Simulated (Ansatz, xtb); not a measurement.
Redistribution: C2H5Cl + CH2ClF → C2H6 + CHCl2F

Species: C2H5Cl (chloroethane) `CCCl`, singlet; CH2ClF (chlorofluoromethane) `FCCl`, singlet; C2H6 (ethane) `CC`, singlet; CHCl2F (dichlorofluoromethane) `FC(Cl)Cl`, singlet. The partners trade Cl for H; both sit on C, so the bond types are kept.

Shapes, held fixed at every level: PBE0-D4/def2-TZVP. Programs: Ansatz 0.2.0, xtb 6.7.1. The zero-point and thermal change to 298 K, harmonic and unscaled (PBE0-D4/def2-TZVP), is -3.1 kJ/mol.

**What was measured.** Tabulated heats of formation (Active Thermochemical Tables): C2H5Cl -111.2; CH2ClF -263.7; C2H6 -83.8; CHCl2F -284.5 kJ/mol, which give ΔH(298 K) = +6.7 kJ/mol.

```
               level                    kind  ΔH (kJ/mol)  computed − measured  CPU time (all species)
            GFN1-xTB          semi-empirical        -10.1                -16.7                  0.17 s
         HF/def2-SVP            Hartree–Fock        +17.7                +11.0                       –
 BHLYP-D4/def2-TZVPP           global hybrid        +11.7                 +5.1                    10 s
  wB97M-V/def2-TZVPP  range-separated hybrid         +5.4                 -1.2                    36 s
  wB97X-V/def2-TZVPP  range-separated hybrid         +7.3                 +0.6                    28 s
    CCSD(T)/def2-SVP   coupled cluster or CI         +0.4                 -6.2                   7.1 s
  CCSD(T)/def2-TZVPP   coupled cluster or CI         +8.3                 +1.7                    70 s
CCSD(T)/CBS estimate   coupled cluster or CI         +8.9                 +2.3                  12 min
```

Nearest: wB97X-V/def2-TZVPP (+0.6); farthest: GFN1-xTB (-16.7). 6 of 8 levels lie within 10 kJ/mol. The CBS estimate extrapolates MP2 from def2-TZVPP and def2-QZVPP and adds CCSD(T) − MP2 in the triple-zeta set, cores frozen. Times are processor times on shared x86 and Arm servers, and rough.
